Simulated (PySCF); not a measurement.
Isomers of C5H9N, one conformer each; single-point electronic energies without zero-point terms and without any empirical dispersion term.

Computed with PySCF at wB97X-D/pcSseg-2, non-relativistic, each on one gas-phase PBE0-D3(BJ)/def2-TZVP geometry that isn't relaxed in the solvent. The solvent is an IEF-PCM continuum (cavity from Bondi-type radii × 1.2). Only the electrostatic response of the medium enters.

```
       isomer  relative energy, gas (kcal/mol)  dipole (D)
`CC(C)(C)C#N`                              0.0        4.19
    `CCCCC#N`                              0.7        4.12
```

Q: How do the relative energies look in chloroform (ε = 4.711)?

A: 
| isomer | relative energy, solvent (kcal/mol) | E(solvent) − E(gas) (kcal/mol) | dipole in solvent (D) |
| --- | --- | --- | --- |
| `CC(C)(C)C#N` | 0.0 | -4.8 | 5.10 |
| `CCCCC#N` | 0.6 | -4.9 | 5.01 |

The order is unchanged. Conformers: `[CH3:1][CH2:2][CH2:3][CH2:4][C:5]#[N:6]` with C1–C2–C3–C4 180°, C2–C3–C4–C5 63°. The gains span 0.1 kcal/mol, the gas-phase energies 0.7 kcal/mol.
